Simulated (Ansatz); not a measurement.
Basis-set extrapolation for C$_{3}$H$_{8}$OS (`CCS(C)=O`) (PBE0-D4/def2-TZVP geometry, frozen core, the Gaussian-basis code of Ansatz). Multiplicity 1, RHF reference.

|  | def2-TZVPP | def2-QZVPP |
| --- | --- | --- |
| HF | -590.706143 | -590.728117 |
| MP2 correlation | -0.954998 | -1.025396 |
| CCSD(T) correlation | -1.042328 | not run |

Energies in hartree. Use E(X) = E(∞) + A·exp(−7.88·√X) for Hartree–Fock and E(X) = E(∞) + B·X^(−2.97) for correlation, with X = 3 and 4, and add CCSD(T) minus MP2 of the smaller set to the MP2 limit.

Question: What is the CCSD(T) energy at the basis-set limit?

Answer: HF limit: -590.728117 + (-0.021974) × 0.13774 = -590.73114. MP2 limit: -1.025396 + (-0.070398) × 0.74074 = -1.07754. Higher-order term: -1.042328 − (-0.954998) = -0.08733. Total: -591.89601 hartree, 387.4 kJ/mol below CCSD(T)/def2-TZVPP.
